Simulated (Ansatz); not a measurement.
## Elastic constant C44 of some elemental solids other than molecular ones

Method: RPBE in Ansatz (PAW). References are measured values at low temperature.

Values in GPa.

| solid | reference | RPBE | error (%) |
|---|---|---|---|
| hcp Mg | 18.4¶ | 17.6 | -4.3 |
| hcp Zr | 36.3 | 29.1 | -19.8 |
| diamond | 579 | 544 | -6.0 |
| diamond-structure Si | 80.2 | 73.6 | -8.2 |
| fcc Al | 31.6 | 27.0 | -14.6 |
| bcc W | 163¶ | 136 | -16.6 |
| hcp Ti | 51 | 45.3 | -11.2 |
| fcc Cu | 81.8¶ | 73.3 | -10.4 |
| bcc Mo | 112¶ | 96.3 | -14.0 |
| bcc Ta | 87.4¶ | 72.9 | -16.6 |
| hcp Zn | 45.9§¶ | 26.8 | -42 |

Over these 11 solids the mean error is -14.9 %, the mean absolute error 14.9 % (median 14.0 %), and the worst case hcp Zn at -42 %; the value is too low in 11 of 11 cases.

All these references are low-temperature values that still hold zero-point motion.

Spin–orbit coupling is left out, also for the solids with elements from indium on (bcc W, bcc Ta); its size isn't shown.

§ marks references from which a value of another source on file, of any temperature and not printed here, differs by over 15 %.

¶ marks references of a special kind: hcp Mg, 18.4 GPa (measured, 0 K, extrapolated to 0 K; zero-point effects included; as tabulated in Ibrahim et al. (2023), arXiv:2305.03577); bcc W, 163 GPa (measured, 0 K, extrapolated to 0 K; zero-point effects included; as tabulated in Wang et al. (2022), arXiv:2209.12322); fcc Cu, 81.8 GPa (measured, 0 K, extrapolated to 0 K; zero-point effects included; as tabulated in Malica and Corso (2021), arXiv:2109.00459); bcc Mo, 112 GPa (measured, 0 K, 300 K values taken to 0 K by the source's computed thermal shift; zero-point effects included; as tabulated in Gong and Corso (2024), arXiv:2406.16634); bcc Ta, 87.4 GPa (measured, 0 K, extrapolated to 0 K; zero-point effects included; as tabulated in Wang et al. (2022), arXiv:2209.12322); hcp Zn, 45.9 GPa (measured, 0 K, extrapolated to 0 K; zero-point effects included; as tabulated in Galib et al. (2023), arXiv:2209.08184).

Differences are worked out from the printed values.

Each level is taken at its own relaxed cell. Caveats: shear constants of such metals converge slowly with the k mesh (bcc W, bcc Mo, bcc Ta). Ansatz's density-functional and Hartree–Fock values are scalar-relativistic unless marked +SOC, with PAW data made under PBE.

Ansatz's runs of these crystals have no spin polarisation.

Not in this set, of the elemental solids other than molecular ones with a reference value in our tables and a result at some level: 14 for a reference at room or unstated temperature; 12 for no value at RPBE (not run, a failed fit, an unstable or unbound cell, or a value held back for tests); 2 for a doubt noted on the run at RPBE; 1 for sources at odds. These can be a level's best or worst cases. Solids without a released value at any level aren't counted. Layered and molecular crystals are counted apart. The metals Ce to Yb are counted apart.

References as tabulated in Tanner et al. (2021), arXiv:2110.11888; Wang et al. (2022), arXiv:2209.12322; Ibrahim et al. (2023), arXiv:2305.03577; Clouet (2012), arXiv:1210.1082 and others.

Ansatz is a quantum-chemistry and plane-wave program.
